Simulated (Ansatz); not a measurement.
Task: vertical and adiabatic energies of changing the electron count of C₂H₃Si, SMILES C#C[SiH2], with the Ansatz DFT code, driven from Python. Give the script and its output. Level of theory (for the species named): PBE0, def2-SVP basis, multiplicity 2.

```yaml
atoms:
  - { symbol: C, position_ang: [1.0530, -1.3651, 0.5567] }
  - { symbol: C, position_ang: [0.4401, -0.3366, 0.1508] }
  - { symbol: Si, position_ang: [-0.4632, 1.2006, -0.4734] }
  - { symbol: H, position_ang: [1.5729, -2.1870, 0.8907] }
  - { symbol: H, position_ang: [-1.1740, 0.9075, -1.7299] }
  - { symbol: H, position_ang: [-1.3868, 1.7166, 0.5589] }
```

The script, `run_adiabatic.py`:
```python
import itertools

import ansatz as az
from ase.data import atomic_numbers, covalent_radii
import numpy as np

geometry_ang = [
    ("C", (1.053, -1.3651, 0.5567)),
    ("C", (0.4401, -0.3366, 0.1508)),
    ("Si", (-0.4632, 1.2006, -0.4734)),
    ("H", (1.5729, -2.187, 0.8907)),
    ("H", (-1.174, 0.9075, -1.7299)),
    ("H", (-1.3868, 1.7166, 0.5589)),
]
c2h3si = az.Crystal.molecule()
for symbol, xyz in geometry_ang:
    c2h3si = c2h3si.atom(symbol, xyz)

job = (
    c2h3si.calculation()
    .basis(gaussian="def2-SVP")
    .functional("PBE0")
    .spin("collinear", total=1)
)
symbols = [site.symbol for site in c2h3si.cartesian_sites]
start = np.array([site.position_ang for site in c2h3si.cartesian_sites], dtype=float)
summary = job.relax(force_tolerance=0.01).run().report
end = np.array(summary["positions_ang"])

minimum = az.Crystal.molecule()
for symbol, place in zip(symbols, end):
    minimum = minimum.atom(symbol, place.tolist())
ion = (
    minimum.calculation()
    .basis(gaussian="def2-SVP")
    .functional("PBE0")
    .charge(1)
)
vertical = ion.run().report
settled = ion.relax(force_tolerance=0.01, max_steps=80).run().report
print(f"vertical ionisation energy   {vertical['free_energy_ev'] - summary['free_energy_ev']:.3f} eV")
print(f"adiabatic, no zero point     {settled['free_energy_ev'] - summary['free_energy_ev']:.3f} eV")
print(f"relaxation energy of the ion {vertical['free_energy_ev'] - settled['free_energy_ev']:.3f} eV")
ionised = np.array(settled["positions_ang"])
radius = [covalent_radii[atomic_numbers[s]] for s in symbols]
span = lambda where, i, j: np.linalg.norm(where[i] - where[j])
bonded = [(i, j) for i, j in itertools.combinations(range(len(symbols)), 2) if min(span(end, i, j), span(ionised, i, j)) < 1.2 * (radius[i] + radius[j])]
print("pair        before    after (A)")
for i, j in bonded:
    print(f"{symbols[i]}{i}-{symbols[j]}{j}".ljust(10), f"{span(end, i, j):8.4f} {span(ionised, i, j):8.4f}")
```

Output of `python run_adiabatic.py`:
```text
vertical ionisation energy   8.372 eV
adiabatic, no zero point     7.667 eV
relaxation energy of the ion 0.705 eV
pair        before    after (A)
C0-C1        1.2213   1.2237
C0-H3        1.0760   1.0841
C1-Si2       1.8142   1.7533
Si2-H4       1.4915   1.4766
Si2-H5       1.4915   1.4766
```

What to keep in mind:
- The energies are electronic: no zero-point or thermal terms, and the basis set is short of its limit. The product may relax into another structure. The relaxation finds the nearest minimum, so the adiabatic value is an upper bound.
- The species is open-shell (spin multiplicity 2).
- Only the spin states typed were run; another state of an ion can lie lower, by up to an eV or two.
- Run time: 27 s on 1 thread of Arm Neoverse V1 (shared host), peak memory 0.21 GiB.
